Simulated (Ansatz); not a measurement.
Two isomers of C2H5NO: A = `C=NCO`, B = `CNC=O`.

Isolated molecules relaxed with PBE0-D4/def2-TZVP in Ansatz; ΔE leaves out vibrations. CCSD(T)/CBS adds triple-zeta CCSD(T) − MP2 to the extrapolated MP2 energy (def2 sets, frozen cores). Functionals use def2-TZVPP. B3LYP here is the variant with VWN-RPA as its local correlation; programs differ in this. One conformer a species, not always the lowest.

Problem. Which isomer does CCSD(T)/CBS put lower? Give the gap. (Estimate.)

Solution. Ansatz gave: B, by 25.2 kcal/mol.

Problem. Give E(B) − E(A) in kcal/mol with PBE-D4, MP2/def2-TZVPP, B3LYP, ωB97M-V, CCSD/def2-TZVPP, LDA (SPW92), HF/def2-TZVPP. (An estimate is asked.)

Solution. Computed: PBE-D4 -29.7, MP2/def2-TZVPP -27.1, B3LYP -28.3, ωB97M-V -27.1, CCSD/def2-TZVPP -24.8, LDA (SPW92) -31.6, HF/def2-TZVPP -26.5. None reverses the order clearly.

Problem. Does the order hold for the free energy at 298.15 K (harmonic terms from PBE0-D4)? (Estimate.)

Solution. Ansatz gave: Yes: G(B) − G(A) = -25.0 kcal/mol, for one conformer each.

Largest T1 diagnostic: 0.015.

Leaving LDA and LC-ωPBE aside and taking each functional with its dispersion term where it has one, the values, not all of them listed here, spread over 2.9 kcal/mol, from r2SCAN-D4 to ωB97M-V. LDA lies −1.9 kcal/mol from PBE without D4. At CCSD(T), def2-SVP lies −3.4 kcal/mol from the extrapolated value and def2-TZVPP +0.2 kcal/mol.
